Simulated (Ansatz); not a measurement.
**SiH+ (triplet): wave-function methods side by side, cc-pVQZ**

Aim: climb from Hartree-Fock through coupled cluster for SiH+ (triplet) at one geometry and basis, and see what each rung misses.

Program: Ansatz 0.2.0, Gaussian basis. Level of theory: cc-pVQZ, core rule «outside noble gas», up to 5 orbitals frozen. These are calculated values, not measurements.

Plan: UHF; CCSD(T) on ROHF; CCSD(T) on UHF; BCCD(T) on ROHF; CCSDT(Q) on ROHF; CCSDT(Q) on UHF; Full CI.

9 further runs of the same task are left out: 2 for a known fault of the program, 4 that didn't finish, 3 set aside as unsound or not needed.

## (1) The system

The geometry is a PBE0/def2-TZVP stationary point (not a proven minimum) of the parent state, kept for this charge and spin.

2 atoms, charge 1, spin multiplicity 3.

Atoms are counted from 1 here; the program's logs count them from 0.

Bond lengths: Si1–H2 1.500 Å.

## (2) UHF

The input, in.yaml:

```yaml
crystal:
  periodic: [false, false, false]
  atoms:
    - {symbol: Si, position_ang: [0.000000, 0.000000, 0.000000]}
    - {symbol: H, position_ang: [0.000000, 0.000000, 1.499536]}
basis:
  gaussian: {orbitals: cc-pVQZ}
total_charge: 1
magnetization: {spin_polarized: true, initial_magnetization: 2}
hamiltonian: {xc: hf}
output: {orbitals: {seedname: orbitals}}
```

Started as:

```console
> ansatz run in.yaml --threads 1 --pin off --events-out ev --progress --plain --max-ram 4096MiB --backend cpu
```

Further steps of the session: CCSD(T) on ROHF; CCSD(T) on UHF; BCCD(T) on ROHF; CCSDT(Q) on ROHF; CCSDT(Q) on UHF; Full CI.

Before running them: what should the planned runs give, taken together? Wanted: FCI below the RHF energy; RMP2 from FCI; UMP2 from FCI; RCCSD from FCI; RCCSD(T) from FCI; UCCSD(T) from FCI; RCCSDT(Q) from FCI; UCCSDT(Q) from FCI; T1 diagnostic.

The runs gave:

```
                         quantity                                                              value
         FCI below the RHF energy                                                         -2.0315 eV
                    RMP2 from FCI                                                         +531.5 meV
                    UMP2 from FCI                                                         +507.3 meV
                   RCCSD from FCI                                                          +76.4 meV
                RCCSD(T) from FCI                                                          +18.0 meV
                UCCSD(T) from FCI                                                          +15.8 meV
               RCCSDT(Q) from FCI                                                           +0.2 meV
               UCCSDT(Q) from FCI                                                           -1.7 meV
levels within 1 kcal/mol (43 meV)  RCCSD(T), UCCSD(T), BCCD(T), RCCSDT, UCCSDT, RCCSDT(Q), UCCSDT(Q)
                    T1 diagnostic                                                              0.044
   effectively unpaired electrons                                                               2.02
```

RCCSD(T) lands +18.0 meV from the yardstick (0.9 % of the correlation energy). The occupations are near whole numbers, but T1 = 0.044 shows that the orbitals relax strongly. These misses are within one basis, not against nature; the frozen cores of restricted and unrestricted runs differ, which can shift their rows.
